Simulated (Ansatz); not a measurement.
Energy landscape of CF₄, singlet: flattening of a tetrahedron along the D2d path, bond length relaxed. Scanned: the two opposite F-C-F angles (109.47 = tetrahedral, 180 = square planar). Other coordinates (C-F bond length) were minimised at PBE0/def2-TZVP.

The free coordinates were minimised at PBE0/def2-TZVP in PySCF; the energy column is CCSD(T) on RHF/aug-cc-pVTZ, frozen core in Ansatz (a quantum-chemistry and plane-wave program), in mEh.

```json
[
 {"a / °": "90", "C-F bond length / Å": "1.344", "E": "62.4"},
 {"a / °": "96.50", "C-F bond length / Å": "1.328", "E": "25.5"},
 {"a / °": "101.50", "C-F bond length / Å": "1.322", "E": "9.1"},
 {"a / °": "106.34", "C-F bond length / Å": "1.318", "E": "1.3"},
 {"a / °": "109.47", "C-F bond length / Å": "1.318", "E": "0.0"},
 {"a / °": "116.50", "C-F bond length / Å": "1.320", "E": "5.9"},
 {"a / °": "123", "C-F bond length / Å": "1.326", "E": "20.1"},
 {"a / °": "133", "C-F bond length / Å": "1.338", "E": "53.9"},
 {"a / °": "143", "C-F bond length / Å": "1.354", "E": "96.0"},
 {"a / °": "153", "C-F bond length / Å": "1.371", "E": "139.7"},
 {"a / °": "163", "C-F bond length / Å": "1.385", "E": "177.7"},
 {"a / °": "173", "C-F bond length / Å": "1.394", "E": "202.3"},
 {"a / °": "180", "C-F bond length / Å": "1.397", "E": "207.7"}
]
```
